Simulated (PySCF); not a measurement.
## CFCl3: calculation against experiment

**Experimental background.**

NIST CCCBDB Release 22 (SRD 101), experimental dipoles lists, for the gas: dipole moment (microwave Stark effect, vibrational ground state) 0.46 ± 0.02 D.

The runs below try to reproduce these values; the comparison stands at the end.

CFCl3.
Numbering: `[F:1][C:2]([Cl:3])([Cl:4])[Cl:5]`

Geometry (GFN2-xTB, Å), atoms numbered from 1 in this order:
```xyz
5
CCl3F angstrom
F      0.0603   -0.1410    1.3961
C      0.0046   -0.0063    0.0667
Cl    -0.4579    1.6606   -0.3126
Cl     1.6028   -0.3706   -0.6039
Cl    -1.2011   -1.1397   -0.5634
```

The PySCF runs (gas phase, on this GFN2-xTB geometry; no spin–orbit coupling):

| level | job | basis functions |
| --- | --- | --- |
| B97-2/def2-TZVPP | shieldings | 188 |
| BHandHLYP/def2-TZVPP | shieldings | 188 |
| CAM-B3LYP/def2-TZVPP | shieldings | 188 |
| HCTH407/def2-TZVPP | shieldings | 188 |
| HSE06/def2-TZVPP | shieldings | 188 |
| LC-wPBE/def2-TZVPP | shieldings | 188 |
| OLYP/def2-TZVPP | shieldings | 188 |
| WP04/def2-TZVPP | shieldings | 188 |
| mPW1PW91/def2-TZVPP | shieldings | 188 |
| revPBE/def2-TZVPP | shieldings | 188 |
| wB97X-D/def2-TZVPP | shieldings | 188 |
| wB97X/def2-TZVPP | shieldings | 188 |

## Comparison

**Dipole moment.** Measured: 0.46 D (NIST CCCBDB Release 22 (SRD 101), experimental dipoles).

```json
{"level": "B97-2/def2-TZVPP", "computed (D)": "0.35", "computed − measured (D)": "-0.11", "% (from the printed values)": "-24"}
{"level": "BHandHLYP/def2-TZVPP", "computed (D)": "0.47", "computed − measured (D)": "+0.01", "% (from the printed values)": "+2"}
{"level": "CAM-B3LYP/def2-TZVPP", "computed (D)": "0.42", "computed − measured (D)": "-0.04", "% (from the printed values)": "-9"}
{"level": "HCTH407/def2-TZVPP", "computed (D)": "0.30", "computed − measured (D)": "-0.16", "% (from the printed values)": "-35"}
{"level": "HSE06/def2-TZVPP", "computed (D)": "0.37", "computed − measured (D)": "-0.09", "% (from the printed values)": "-20"}
{"level": "LC-wPBE/def2-TZVPP", "computed (D)": "0.38", "computed − measured (D)": "-0.08", "% (from the printed values)": "-17"}
{"level": "OLYP/def2-TZVPP", "computed (D)": "0.27", "computed − measured (D)": "-0.19", "% (from the printed values)": "-41"}
{"level": "WP04/def2-TZVPP", "computed (D)": "0.47", "computed − measured (D)": "+0.01", "% (from the printed values)": "+2"}
{"level": "mPW1PW91/def2-TZVPP", "computed (D)": "0.36", "computed − measured (D)": "-0.10", "% (from the printed values)": "-22"}
{"level": "revPBE/def2-TZVPP", "computed (D)": "0.26", "computed − measured (D)": "-0.20", "% (from the printed values)": "-43"}
{"level": "wB97X-D/def2-TZVPP", "computed (D)": "0.36", "computed − measured (D)": "-0.10", "% (from the printed values)": "-22"}
{"level": "wB97X/def2-TZVPP", "computed (D)": "0.37", "computed − measured (D)": "-0.09", "% (from the printed values)": "-20"}
```

The computed dipoles belong to one fixed geometry; measured ones are averaged over vibrations unless marked μe. Magnitudes are compared, not signs.

No measured geometry was used, and the causes of the misses weren't examined.
